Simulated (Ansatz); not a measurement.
**[S2]−: FCI/STO-3G**

Aim: the vertical ionisation energy of [S2]− at FCI/STO-3G, from 2 runs. 

The results are computed with Ansatz 0.2.0.

31 further runs of the same task are left out: 28 that didn't finish, 3 set aside as unsound or not needed.

### Step 1. The system as given

The species is [S2]− (2 atoms), meant as a doublet with charge -1. The coordinates come from a GFN2-xTB relaxation.

Bond lengths: S1–S2 1.977 Å.

### Step 2. A single-point energy at FCI/STO-3G

File molecule.yaml:

```yaml
crystal:
  periodic: [false, false, false]
  atoms:
    - symbol: S
      position_ang: [0.678550, -0.576410, -0.430000]
    - symbol: S
      position_ang: [-0.678550, 0.576410, 0.430000]
basis:
  gaussian: {orbitals: STO-3G}
total_charge: -1
magnetization: {spin_polarized: true, initial_magnetization: 1}
correlation: {method: fci, frozen_orbitals: {S: 5}}
accuracy: high
```

On the command line:

```bash
$ ansatz run molecule.yaml --threads 1 --pin off --max-ram 2610MiB --events-out events.jsonl --progress --plain --runs-dir runs
```

Log:

```text
Warning: RAYON_NUM_THREADS=1 ignored (pool sized by the plan → 1); use --threads N
Functional definition: HF
  name "HF"
  exchange = exact_x
  correlation = 0
297 factors; integrals over basis functions are off by at most 9.5e-9 eV
mean field evaluation 1: about -21391.8881 eV, gradient 3.2e0 eV
mean field evaluation 2: about -21391.9265 eV, gradient 3.3e0 eV
mean field evaluation 4: about -21392.0062 eV, gradient 8.1e-2 eV
mean field evaluation 8: about -21392.0062 eV, gradient 2.0e-6 eV
mean field evaluation 16: about -21392.0062 eV, gradient 1.7e-8 eV
mean field -21392.00621077 eV, -786.1417282231 hartree, gradient 3.0e-9 eV, S^2 0.750728; 4 other end points of the search recorded, 0 dependent functions left out
10 core orbitals not correlated: weight in the atoms' cores, before any rotation towards them, 1.000 or more for the frozen orbitals, at most 0.000 for the correlated occupied ones
reference -21391.99954987 eV, -786.1414834398 hartree; 7, 6 occupied and 1, 2 virtual orbitals, 297 factors
state -21393.18873239 eV, -786.1851850911 hartree
Total energy: -21393.18873239 eV, -786.1851850911 hartree
```

Wall time 0.14 s (1 thread of Arm Neoverse V1, shared host).

### Step 3. Singlet neutral S2

File job.yaml:

```yaml
crystal:
  periodic: [false, false, false]
  atoms:
    - {symbol: S, position_ang: [0.678550, -0.576410, -0.430000]}
    - {symbol: S, position_ang: [-0.678550, 0.576410, 0.430000]}
basis:
  gaussian:
    orbitals: STO-3G
accuracy: high
correlation:
  method: fci
  frozen_orbitals: {S: 5}
```

On the command line:

```bash
$ ansatz run job.yaml --threads 1 --pin off --max-ram 2610MiB --events-out events.jsonl --progress --plain --runs-dir runs
```

Log (excerpt; [...] marks lines left out):

```text
Warning: RAYON_NUM_THREADS=1 ignored (pool sized by the plan → 1); use --threads N
[... 2 set-up lines as earlier in the session ...]
[...]
297 factors; integrals over basis functions are off by at most 9.5e-9 eV
[...]
mean field -21395.18193532 eV, -786.2584339480 hartree, gradient 1.6e-8 eV, S^2 0.000000; 2 other end points of the search recorded, 0 dependent functions left out; unrestricted orbitals would lower it
unrestricted determinant -21396.81204672 eV, -786.3183394370 hartree, S^2 1.0110
10 core orbitals not correlated: weight in the atoms' cores, before any rotation towards them, 1.000 or more for the frozen orbitals, at most 0.000 for the correlated occupied ones
reference -21395.18193532 eV, -786.2584339480 hartree; 6, 6 occupied and 2, 2 virtual orbitals, 297 factors
state -21398.25537910 eV, -786.3713809236 hartree
Total energy: -21398.25537910 eV, -786.3713809236 hartree
```

It took 0.14 s on 1 thread of Arm Neoverse V1, shared host.

### Step 4. Outcome

At FCI/STO-3G, 10 core orbitals frozen:

| quantity | value |
| --- | --- |
| doublet [S2]−: total energy | -786.18519 Eh |
| doublet [S2]−: correlation energy (10 core orbitals frozen) | -43.7 mEh |
| singlet neutral S2: total energy | -786.37138 Eh |
| singlet neutral S2: correlation energy (10 core orbitals frozen) | -112.9 mEh |
| vertical detachment energy (to the singlet neutral) | -5.067 eV |

What this shows: The species is unbound against losing an electron at this level, by 5.07 eV (−489 kJ/mol); missing correlation or diffuse functions can give that sign where the real anion is bound. Only the singlet of the ionised species was computed; a triplet could lie lower. In a minimal basis such a difference can be off by several eV, whatever the method. The restricted solution (singlet neutral S2) is unstable to spin breaking: an unrestricted one lies lower.
